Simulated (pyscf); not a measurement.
Thermochemistry of product channels of HO–Si(OH)(OH)–F (SMILES O[Si](O)(O)F) + HCl (SMILES Cl) on the singlet surface, in kcal/mol, from CCSD(T)/def2-TZVPP + ΔMP2(QZVPP) energies (ideal gas, 1 atm, RRHO with modes under 100 cm⁻¹ raised to 100, one conformer, R ln 2 for chiral ones without a mode under 150 cm⁻¹). Optimised with ωB97X-D3(BJ)/def2-SVP in PySCF. Correlated levels are frozen-core, on RHF or UHF. ΔMP2 is the change of the MP2 total energy from the triple- to the quadruple-zeta basis.

```csv
products,ΔE,ΔH(298 K),ΔG(298 K),ΔG(1200 K)
HO–Si(OH)(OH)–Cl (SMILES O[Si](O)(O)Cl) + HF (SMILES F),…,+13.3,+13.5,…
H₂O (SMILES O) + HO–Si(OH)(F)–Cl (SMILES O[Si](O)(F)Cl),+3.9,+5.3,+4.7,+3.7
```

Problem. Some entries are withheld; supply them.

Solution. 
- HO–Si(OH)(OH)–Cl (SMILES O[Si](O)(O)Cl) + HF (SMILES F), ΔE: +12.3
- HO–Si(OH)(OH)–Cl (SMILES O[Si](O)(O)Cl) + HF (SMILES F), ΔG(1200 K): +13.8

These are energies of the channels, which say nothing of barriers. The CCSD(T) − MP2 part came from Ansatz, without density fitting, on the same reference.
